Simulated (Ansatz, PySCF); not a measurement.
Molecule: C2H5 (charge 0, doublet). It need not be the lowest isomer of its formula. 
Coordinates optimised at B3LYP-D3(BJ)/def2-TZVP (Ansatz, an electronic-structure program):
SMILES: [CH2]C
```xyz
7

C     -0.0207    -0.6912     0.0019
C      0.0032     0.7917    -0.0023
H      0.9947    -1.1171     0.0074
H     -0.5251    -1.0873     0.8864
H     -0.5178    -1.0924    -0.8844
H      0.0727     1.3495     0.9213
H      0.0803     1.3441    -0.9285
```
Charge 0, spin multiplicity 2.

Quantity: atomisation energy (electronic, to ground-state atoms); the coupled-cluster value holds the core correlation from cc-pwCVTZ, in kcal/mol. Correlated levels leave the core frozen unless marked. Open shells are spin-unrestricted. Spin-orbit coupling is left out. No relativistic terms. CBS marks a two-point X^-3 extrapolation of the correlation energy; Hartree-Fock from the larger set. [CCSD(T)-MP2]/basis is that difference in the basis named.

Level to compare with: RI-MP2/CBS(aug-cc-pVTZ,aug-cc-pVQZ)+[CCSD(T)-MP2]/aug-cc-pVTZ plus the core term (Ansatz), 605.4 kcal/mol. It is a level with limits of its own, and the differences hold the functionals' basis error too.

**Question.** Rank these functionals by how close they come to RI-MP2/CBS(aug-cc-pVTZ,aug-cc-pVQZ)+[CCSD(T)-MP2]/aug-cc-pVTZ, closest first: BLYP/def2-TZVPD (Ansatz); HSE06/def2-TZVPD (Ansatz); TPSSh/def2-TZVPD (PySCF); r2SCANh/def2-TZVPD (Ansatz).

**Answer.** r2SCANh/def2-TZVPD (hybrid meta-GGA, 606.0 kcal/mol, difference 0.6), HSE06/def2-TZVPD (screened hybrid, 607.0 kcal/mol, difference 1.6), TPSSh/def2-TZVPD (hybrid meta-GGA, 610.7 kcal/mol, difference 5.3), BLYP/def2-TZVPD (GGA, 598.9 kcal/mol, difference -6.5)
